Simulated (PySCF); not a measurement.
Gas-phase reaction: 4 Si2H6 + SiCl4 ⇌ 4 SiHCl + 5 SiH4

Computed with PySCF and rigid-rotor harmonic-oscillator thermochemistry at 1 bar. † marks an energy on the PBE0/def2-TZVP geometry and frequencies; other levels use their own. CCSD(T) freezes the core. All species are closed-shell singlets. SiHCl: computed as isolated molecules; such fragments, hydroxides, amides, oligomers or adducts are transient or little studied in the gas. CCSD(T) isn't extrapolated to the basis-set limit.

| level | ΔH°(298 K), kJ |
|---|---|
| BLYP/def2-TZVP† | 607 |
| CCSD(T)/def2-SVP† | 699 |
| CCSD(T)/def2-TZVPP† | 735 |
| PBE/def2-SVP | 768 |
| r2SCAN/def2-TZVP† | ___ |
| LDA/def2-TZVP† | ___ |
| ωB97M-V/def2-TZVP† | ___ |
| ωB97X-V/def2-TZVP† | ___ |

### Question
What belongs in the gaps?

### Answer

- r2SCAN/def2-TZVP†, ΔH°(298 K), kJ: 832
- LDA/def2-TZVP†, ΔH°(298 K), kJ: 886
- ωB97M-V/def2-TZVP†, ΔH°(298 K), kJ: 719
- ωB97X-V/def2-TZVP†, ΔH°(298 K), kJ: 805
